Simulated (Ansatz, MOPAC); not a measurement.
Proton affinity at S (heteroatom site), enthalpy at 298 K: 5 cases among organics with sulfur, in kcal/mol, species as SMILES. Positive where protonation releases energy; each at the best of the heteroatom sites tried, carbon not among them. Conventions: PM7 with its own dispersion and hydrogen-bond terms; frozen cores in correlated levels; non-relativistic; 6-31G* and kin with 6d, 5d where marked; no dispersion term unless named; spin-orbit terms left out. Basis-set limits of correlation are two-point, X^-3; Hartree-Fock from the larger set. The bracket is a focal-point correction in the basis named. Ab initio and DFT rows: single points at B3LYP-D3(BJ) geometries (Ansatz, an electronic-structure program), with unscaled harmonic terms from B3LYP/6-31G* (Ansatz) at its own minima. Semi-empirical rows: MOPAC heats of formation at their own minima for 298 K, the proton's as measured.

Coupled cluster (Ansatz) is a level with limits of its own, used here on species with T1 under 0.025 (0.045 for open shells) and stable references: RI-MP2/CBS(cc-pV(T+d)Z,cc-pV(Q+d)Z)+[CCSD(T)-MP2]/cc-pV(T+d)Z.

| species | atoms | coupled cluster | difference of AM1 (MOPAC) | difference of PM7 (MOPAC) | difference of HF/6-31G* (Ansatz) | difference of SVWN5/6-31G* (Ansatz) | difference of MP2/STO-3G (Ansatz) | difference of B3LYP/def2-TZVPD (Ansatz) | difference of B2PLYP-D3(BJ)/def2-TZVPD (Ansatz + dftd3) |
|---|---|---|---|---|---|---|---|---|---|
| CS (CH4S) [methanethiol], to C[SH2+] | 6 | 185.5 | 7.6 | 13.1 | -2.7 | -7.3 | 52.6 | 0.8 | 0.0 |
| CCS, to CC[SH2+] | 9 | 189.4 | 6.2 | 10.7 | -2.4 | -6.6 | 53.9 | 1.3 | 0.3 |
| CSC, to C[SH+]C | 9 | 198.7 | 1.8 | 8.1 | -2.5 | -8.0 | 48.4 | 1.0 | 0.1 |
| C1CSC1, to C1C[SH+]C1 | 10 | 199.1 | 1.6 | 4.5 | -1.5 | -7.5 | 51.8 | 1.2 | 0.2 |
| C1CSCC=1, to C1=CC[SH+]C1 | 11 | 200.0 | 1.9 | 4.7 | -1.4 | -6.9 | 51.9 | 1.1 | 0.2 |

| level | cases | mean signed difference | mean absolute difference | median absolute difference | largest absolute difference |
|---|---|---|---|---|---|
| AM1 (MOPAC) | 5 | 3.82 | 3.82 | 1.90 | 7.6 |
| PM7 (MOPAC) | 5 | 8.22 | 8.22 | 8.10 | 13.1 |
| HF/6-31G* (Ansatz) | 5 | -2.10 | 2.10 | 2.40 | 2.7 |
| SVWN5/6-31G* (Ansatz) | 5 | -7.26 | 7.26 | 7.30 | 8.0 |
| MP2/STO-3G (Ansatz) | 5 | 51.72 | 51.72 | 51.90 | 53.9 |
| B3LYP/def2-TZVPD (Ansatz) | 5 | 1.08 | 1.08 | 1.10 | 1.3 |
| B2PLYP-D3(BJ)/def2-TZVPD (Ansatz + dftd3) | 5 | 0.16 | 0.16 | 0.20 | 0.3 |

AM1 lies above in 5 of 5 cases and within 2 kcal/mol in 3; mean signed difference 3.82 kcal/mol, mean absolute 3.82 kcal/mol (5.20 over the 3 cases of up to 9 atoms, 1.75 over the larger). These figures hold for the species listed. A straight line through its differences against the number of atoms has a slope of -1.24 kcal/mol an atom.

How the rows were picked: cases drawn at random among the computed members of the class with clean coupled-cluster diagnostics. The batch they came from held 6 cases of this property in the class: 0 with a tabulated value, 5 with clean coupled cluster alone, 1 with neither, which enter no statistics. The levels are drawn from those run on every case listed, the commonest habits more often. No case is left out for the size of its miss. Left out are saddle points of the reference geometry, anions that the best level run finds unbound, excited spin states, species near biochemistry, 298 K rows of species without real B3LYP wavenumbers, cases with under five habitual levels, runs that failed or that the program found above a lower state of the same kind, table entries that another table contradicts, and a share of species set aside by lot.
